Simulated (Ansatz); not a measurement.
# SF+ (quintet): the correlation ladder, def2-QZVPP

One table from this session's results is given with a row withheld; the runs are named, their logs left out.

The runs use Ansatz 0.2.0, Gaussian basis; def2-QZVPP, core rule «outside noble gas», up to 6 orbitals frozen.

The runs, in order: UHF; ROHF; CCSD(T) on UHF.

2 further runs of the same task are left out: 2 set aside as unsound or not needed.

### What is computed

The geometry is a PBE0/def2-TZVP stationary point (not a proven minimum) of the parent state, kept for this charge and spin.

2 atoms, charge 1, spin multiplicity 5.

Atoms are counted from 1 here; the program's logs count them from 0.

Bond lengths: F1–S2 1.504 Å.

Set-up of the first run:

Contents of in.yaml:

```yaml
crystal:
  periodic: [false, false, false]
  atoms:
    - {symbol: F, position_ang: [0.000000, 0.000000, 0.000000]}
    - {symbol: S, position_ang: [0.000000, 0.000000, 1.504000]}
basis:
  gaussian: {orbitals: "def2-QZVPP.json"}
total_charge: 1
magnetization: {spin_polarized: true, initial_magnetization: 4}
hamiltonian: {xc: hf}
output: {orbitals: {seedname: orbitals}}
```

The run is started by

```
$ ansatz run in.yaml --threads 1 --pin off --events-out ev --progress --plain --max-ram 2393MiB
```

Among the steps run: UHF; ROHF; CCSD(T) on UHF.

One table of the session follows, with a row left open; its other results are not shown here.

It belongs to the step «Misses and costs». 

```
  method  from UCCSD(T) (meV)
    ROHF             +10926.6
     UHF                    ?
    UMP2               +828.3
   UCCSD               +403.5
UCCSD(T)                    0
```

Q: Estimate the row for UHF from the others.

The run gave: from UCCSD(T) (meV): +10628.5. In the column «from UCCSD(T) (meV)» it lies between UMP2 (+828.3) and ROHF (+10926.6).
